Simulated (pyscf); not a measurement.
H₂N–Al(Cl)–Cl + H• → [H₂N–Al–Cl]• + HCl (atom transfer; doublet surface; Al–Cl broken, Cl–H formed). Optimised with ωB97X-D3(BJ)/def2-SVP in PySCF. Correlated levels are frozen-core, on RHF or UHF. ΔMP2 is the change of the MP2 total energy from the triple- to the quadruple-zeta basis. Energies in kJ/mol from the separated reactants.

```tsv
level	barrier	reaction energy
PBE/def2-TZVP	54.2	+44.4
B3LYP-D3(BJ)/def2-TZVP	71.9	+48.8
PBE0-D3(BJ)/def2-TZVP	77.5	+55.7
ωB97M-D3(BJ)/def2-TZVP	105.6	+66.1
HF/def2-TZVP	176.4	+75.0
CCSD/def2-TZVPP	110.8	+52.4
CCSD(T)/def2-TZVPP + ΔMP2(QZVPP)	?	?
```

Problem. Some entries are withheld; supply them.

Solution. 
- CCSD(T)/def2-TZVPP + ΔMP2(QZVPP), barrier: 101.9
- CCSD(T)/def2-TZVPP + ΔMP2(QZVPP), reaction energy: +56.2

Of the functionals in the table, ωB97M-D3(BJ) is closest to CCSD(T)/def2-TZVPP + ΔMP2(QZVPP) in the barrier (3.7 kJ/mol apart) and PBE least close (47.7 kJ/mol); that level has limits of its own. On the product side the descent ends in a complex, 22.2 kJ/mol under the separated species and 62.8 kJ/mol under the saddle at ωB97X-D3(BJ)/def2-TZVP. At ωB97X-D3(BJ)/def2-TZVP the barrier from the zero used here is 114.2 kJ/mol. One saddle was located; it need not be the lowest between these sides. The angle at the transferred Cl is 147°. The CCSD(T) − MP2 part came from Ansatz, without density fitting, on the same reference.
